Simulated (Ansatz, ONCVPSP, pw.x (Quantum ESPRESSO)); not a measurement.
## Equation-of-state test of one ONCV potential (gold (Au))

| Property | Result |
| --- | --- |
| Element | Au (Z = 79) |
| Generator | ONCVPSP 4.0.1 |
| Type | optimised norm-conserving Vanderbilt (ONCV) |
| Functional | PBEsol |
| Relativity | scalar-relativistic |
| Frozen core | [Kr] 4d10 4f14 |
| Valence charge | 19 |
| Reference configuration | 5s2 5p6 5d10 6s1 |
| Partial waves | 5s+6s: rc 1.70 bohr, ncon 4, nbas 8, qcut 7.7 1/bohr, 2 projectors; 5p: rc 1.35 bohr, ncon 4, nbas 8, qcut 11.7 1/bohr, 2 projectors, debl 2.4 Ha; 5d: rc 2.00 bohr, ncon 3, nbas 8, qcut 8.2 1/bohr, 2 projectors, debl 2 Ha |
| Local potential | polynomial inside 1.10 bohr (lpopt 5, dvloc0 4 Ha) |
| Core correction | polynomial model core, fcfact 0.55 |

Atomic tests: cutoffs needed: 43 Ha and 51 Ha (the cutoffs (Ha) at which the residual kinetic energy of the hardest occupied pseudo-wave falls to 1 and 0.1 mHa per electron); ghost test: no bound ghost flagged; no localised positive-energy state flagged; largest excitation error: -19 meV (all-electron minus pseudo) for 5s2 5p6 5d8 6s0, out of 4 test configurations.

Crystal test: sc Au in pw.x 7.5, no spin, 12³ k-points, Fermi–Dirac smearing 0.01 Ry, cutoffs 120/480 Ry. The reference is all-electron LAPW (Ansatz 0.2.0) with the same functional, mesh and smearing; V0 and B0 come from Birch–Murnaghan fits to the pressures at five volumes. Errors are pseudo minus all-electron; Δ is the rms difference of the E(V) curves that follow from these fits, minima aligned, over ±6 % about the mean V0. Mesh and smearing are coarse, so the numbers serve the comparison and aren't converged zero-temperature values; the lattice is a test structure that the element need not adopt.

All-electron: a0 = 2.693 Å (V0 = 19.54 Å³/atom), B0 = 131.7 GPa.

Question: How far does the potential miss the all-electron equation of state?

Answer: mean pressure error (GPa): -1.11; a0 (Å): 2.686; a0 error (%): -0.28; B0 error (%): +1.7; Δ (meV/atom): 4.7.

```json
{"V (Å³/atom)": "18.515", "P all-electron (GPa)": "8.26", "P pseudo (GPa)": "6.95"}
{"V (Å³/atom)": "19.002", "P all-electron (GPa)": "3.97", "P pseudo (GPa)": "2.76"}
{"V (Å³/atom)": "19.489", "P all-electron (GPa)": "0.34", "P pseudo (GPa)": "-0.76"}
{"V (Å³/atom)": "19.976", "P all-electron (GPa)": "-2.74", "P pseudo (GPa)": "-3.74"}
{"V (Å³/atom)": "20.463", "P all-electron (GPa)": "-5.34", "P pseudo (GPa)": "-6.24"}
```

Question: At the middle volume, how do free energy and pressure move when the wave cutoff is lowered (ecutrho kept at four times it)?

Answer:

```tsv
cutoff (Ry)	shift of F (meV/atom)	shift of P (GPa)
54	+4823.9	-116.73
72	+871.4	-37.04
96	+18.7	-1.68
```

The run at the middle volume (84 k-points, 7 iterations) took about 33 s on one core of a shared host (Intel(R) Xeon(R) Platinum 8375C CPU @ 2.90GHz, 128 threads, 992 GiB, load 112).
